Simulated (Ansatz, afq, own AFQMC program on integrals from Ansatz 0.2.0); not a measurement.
Integrals from Ansatz 0.2.0, then the random walk in our own AFQMC program (afq).

```yaml
crystal:
  periodic: [false, false, false]
  atoms:
    - {symbol: N, position_ang: [0.000000, 0.075316, 0.590868]}
    - {symbol: O, position_ang: [0.000000, -0.106445, -0.608500]}
    - {symbol: H, position_ang: [0.000000, 0.643035, 1.448031]}
basis:
  gaussian: {orbitals: cc-pVDZ}
magnetization: {spin_polarized: true, initial_magnetization: 2}
correlation: {method: ccsd_t, electrons: outside_noble_gas, hamiltonian_folder: ham}
```

```sh
$ ansatz run in.yaml --threads 1 --pin off --events-out ev --progress --plain --max-ram 1382MiB
```

afq runs on the folder ham with

```
--method phaseless --trial cisd --walkers 60 --populations 1 --least-time 40 --time-step 0.005 --steps-per-block 50 --equilibration-blocks 28 --max-blocks 300 --target-error 0.00042 --factor-cut 1e-05 --start spin_pure --seed 4308 --release-times 0.24,0.51,0.99,1.62,2.4 --release-step 0.03 --release-every 4 --taylor-order 6
```

Times are imaginary, in 1/Eh. The walk had a cap of 820 s.

afq prints:

```
orbitals 31  electrons 7 5  factors 225 of 309
reference energy -129.77664947 Eh
CCSD correlation -0.33309594 Eh in 12 cycles, weight of the determinant in the CISD state 0.8992
energy of the start -130.107919 Eh
 block  time / (1/Eh)  mean weight  energy / Eh
     1     0.250  0.9977  -130.106766
     2     0.500  1.0014  -130.109223
     3     0.750  0.9998  -130.111113
     4     1.000  1.0009  -130.114435
     5     1.250  1.0016  -130.117210
     7     1.750  1.0019  -130.125514
     9     2.250  0.9982  -130.123061
    17     4.250  0.9989  -130.107746
    33     8.250  0.9987  -130.118435
    49    12.250  1.0000  -130.112248
    65    16.250  1.0071  -130.118914
    81    20.250  1.0051  -130.115592
    97    24.250  1.0004  -130.117343
   113    28.250  0.9989  -130.143208
   129    32.250  0.9989  -130.113333
   145    36.250  0.9999  -130.116477
   161    40.250  1.0042  -130.119355
   177    44.250  1.0010  -130.120887
   193    48.250  1.0011  -130.128615
   209    52.250  1.0028  -130.134750
   217    54.250  0.9970  -130.109238
   225    56.250  1.0002  -130.112302
   241    60.250  0.9984  -130.115024
   257    64.250  1.0005  -130.118494
   273    68.250  0.9996  -130.124544
   289    72.250  0.9988  -130.126139
   305    76.250  0.9992  -130.115362
   321    80.250  1.0010  -130.124480
blocks merged  error / Eh  count
     1  0.000405  300
     2  0.000452  150
     4  0.000480  75
     8  0.000478  37
    16  0.000483  18
    32  0.000440  9
released: time / (1/Eh)  energy / Eh  error  mean overlap
  0.24  -130.119095  0.000532  1.0043
  0.51  -130.120084  0.000545  1.0087
  0.99  -130.119631  0.000601  1.0091
  1.62  -130.120217  0.000757  1.0203
  2.40  -130.120244  0.000860  1.0245
energy -130.119050 +/- 0.000483 Eh
(rows thinned)
```

The run passed its tests (sampling time, drift between the halves within three errors, error under three times the target), which doesn't prove that it has relaxed.

Against this walk (error 13.2 meV) on the same determinant: CCSD(T) 1.9 meV higher (within the noise), CCSDT(Q) 46.1 meV lower. The error is statistical and leaves out the bias of the constraint. Released to 2.40 1/Eh the energy moves by -32 ± 27 meV (both errors), within twice the noise. CCSDT(Q) is the surest value here, so the walk's 46 meV above it is most likely the bias of the constraint with this trial, which can have either sign.

Cautions: constraint bias not in the error; error above the target (13.2 against 11.4 meV); lower spins were not checked.

The walk took 3.4 min on 1 thread of Intel(R) Xeon(R) 6975P-C (Granite Rapids), with other jobs on the host. The log's last line is the phaseless energy.

CCSDT and higher add their correlation energy to the determinant of the CCSD(T) run, since their own runs factorise the integrals more tightly (a shift of under 2 meV). A walk keeps the symmetry of its determinant, which the program's search chose and which needn't be the lowest solution, so a lower state of the same spin and another symmetry isn't excluded.
